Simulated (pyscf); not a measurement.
Thermochemistry of product channels of `[CH2]=[CH2]` + `[Cl]` [doublet] on the doublet surface, in kcal/mol, from CCSD(T)/def2-TZVPP + ΔMP2(QZVPP) energies (ideal gas, 1 atm, RRHO with modes under 100 cm⁻¹ raised to 100, one conformer, R ln 2 for rigid chiral ones). PySCF, gas phase, ωB97X-D3(BJ)/def2-SVP geometries. MP2 and CC: frozen core, UHF for open shells. ΔMP2 is the change of the MP2 total energy from the triple- to the quadruple-zeta basis.

```
products                             ΔE  ΔH(298 K)  ΔG(298 K)  ΔG(900 K)
--------------------------------  -----  ---------  ---------  ---------
`[CH]=[CH2]` [doublet] + `[ClH]`  +11.9       +7.8       +4.8       -1.9
`[CH3][CH][Cl]` [doublet]         -22.5      -22.4      -16.0       -3.3
```

The channel to •HC=CH₂ + HCl turns favourable between 298 and 1200 K (ΔG from +4.8 kcal/mol to -5.2 kcal/mol). The channel to H₃C–CH•–Cl turns unfavourable between 298 and 1200 K (ΔG from -16.0 kcal/mol to +2.9 kcal/mol).

These are energies of the channels, which say nothing of barriers. The CCSD(T) − MP2 part came from Ansatz, without density fitting, on the same reference. A UHF reference is spin-contaminated (<S²> up to 0.96), which harms MP2 most. Left out: orbital degeneracy and the spin-orbit lowering of Cl.
